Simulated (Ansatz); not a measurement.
A nudged elastic band was laid between two geometries of CH7BO (10 atoms, charge 0, multiplicity 1).

Theory: RKS PBE0-D4/cc-pVDZ in Ansatz.

| Item | Value |
| --- | --- |
| movable images | 9 |
| climbing image | yes |
| spring | 5.0 eV/Å² |
| optimiser | quadratic models (default) |
| start path | through a guess of the saddle point |
| force threshold | 0.05 eV/Å |
| iteration limit | 60 |
| end points | relaxed |

First end point:

```xyz
10
Properties=species:S:1:pos:R:3
B 0.044 -0.143 0.275
C -0.073 0.207 1.829
H -1.071 0.017 2.266
H 0.676 -0.299 2.468
H 0.108 1.289 1.958
H 1.161 -0.088 -0.212
H -0.849 0.273 -0.444
O -0.250 -1.846 0.166
H -1.118 -2.001 0.568
H 0.382 -2.274 0.762
```

Last end point:

```xyz
10
Properties=species:S:1:pos:R:3
B -0.006 -0.575 -0.842
C 0.024 -0.053 2.680
H -0.928 0.065 3.217
H 0.857 -0.010 3.395
H 0.132 0.759 1.947
H 1.134 -0.221 -1.020
H -0.950 0.184 -0.918
O -0.182 -1.885 -0.557
H -1.110 -2.111 -0.425
H 0.039 -1.020 2.160
```

Problem. What changes between the two ends?

Solution. Bonds broken: B1–C2, O8–H10. Bonds formed: C2–H10. CH7BO becomes BH3O + CH4.

Problem. What energy profile does the band end with?

Solution. The run converged. The highest image is number 4 of 0 to 10, 24.5 kcal/mol above the first end and 45.5 kcal/mol above the last; the last end lies 21.0 kcal/mol below the first. A vibrational analysis at the climbing image gives one clearly imaginary mode, 1308i cm⁻¹: a first-order saddle point. The orbitals stay closed-shell, which can raise the energy where a bond breaks towards radicals; this wasn't checked here.

| image | path coordinate (Å) | energy (kcal/mol) | B1–C2 (Å) | O8–H10 (Å) | C2–H10 (Å) |
| --- | --- | --- | --- | --- | --- |
| 0 | 0.00 | 0.0 | 1.60 | 0.97 | 2.74 |
| 1 | 0.56 | 0.3 | 1.60 | 0.97 | 2.58 |
| 2 | 1.11 | 0.6 | 1.60 | 0.97 | 2.46 |
| 3 | 1.67 | 7.1 | 1.62 | 0.99 | 1.87 |
| 4 | 2.22 | 24.5 | 1.78 | 1.26 | 1.37 |
| 5 | 2.68 | 5.7 | 2.09 | 1.67 | 1.14 |
| 6 | 3.14 | -10.9 | 2.46 | 1.99 | 1.10 |
| 7 | 3.60 | -17.6 | 2.76 | 2.25 | 1.10 |
| 8 | 4.06 | -20.2 | 3.04 | 2.52 | 1.10 |
| 9 | 4.52 | -20.9 | 3.32 | 2.78 | 1.10 |
| 10 | 4.98 | -21.0 | 3.56 | 2.86 | 1.10 |

Problem. What is the geometry of the highest image?

Solution. 
```xyz
10
Properties=species:S:1:pos:R:3
B 0.061 -0.354 0.158
C -0.024 -0.006 1.902
H -0.976 -0.083 2.451
H 0.813 -0.306 2.550
H 0.116 1.062 1.674
H 1.176 -0.066 -0.203
H -0.894 0.184 -0.359
O -0.102 -1.928 0.231
H -1.002 -2.155 -0.035
H -0.159 -1.214 1.269
```

Problem. What are the harmonic wavenumbers there?

Solution. 1308i, 173, 394, 526, 630, 677, 806, 836, 841, 988, 1055, 1160, 1168, 1210, 1288, 1444, 1468, 2012, 2556, 2646, 3057, 3154, 3165, 3855 cm⁻¹.

Run time: 4.3 min on 1 thread of Arm Neoverse V2, with other jobs on the host, peak memory 0.13 GiB.
